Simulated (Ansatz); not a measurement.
C₃H₂, relaxed as a singlet with RKS r2SCAN-D4/def2-TZVP in Ansatz, starting from the GFN2-xTB geometry. Force threshold 0.02 eV/Å.

The structure comes from a short search, and lower isomers may exist.

Start:

```xyz
5

C    -0.069    0.666   -0.056
C     0.044   -0.668    0.055
C     1.238    0.110    0.054
H    -0.475   -1.595    0.101
H    -0.738    1.487   -0.155
```

(1) Estimate the energy that the relaxation releases and the steps that it takes.

(2) Does the start keep its bonding and symmetry?

(3) Predict the relaxed structure.

Results:

(1) 4.1 kJ/mol, in 6 steps; 2.1 s on 4 threads of AMD EPYC 9B45 on a shared host. No frequencies were taken in this run, so the end may be a saddle point.

(2) By distances, no bond broke or formed. The bond that changes most is C1–C2, from 1.34 to 1.32 Å (atoms count from 1). Point group C2v at the start, C2v at the end, both within 0.05 Å.

(3) 
```csv
atom,x (Å),y (Å),z (Å)
C1,-0.091,0.653,-0.056
C2,0.021,-0.659,0.053
C3,1.211,0.108,0.053
H4,-0.435,-1.637,0.107
H5,-0.706,1.536,-0.157
```
Bond lengths: 3 × C–C 1.32 to 1.42 Å; 2 × C–H 1.08 Å.
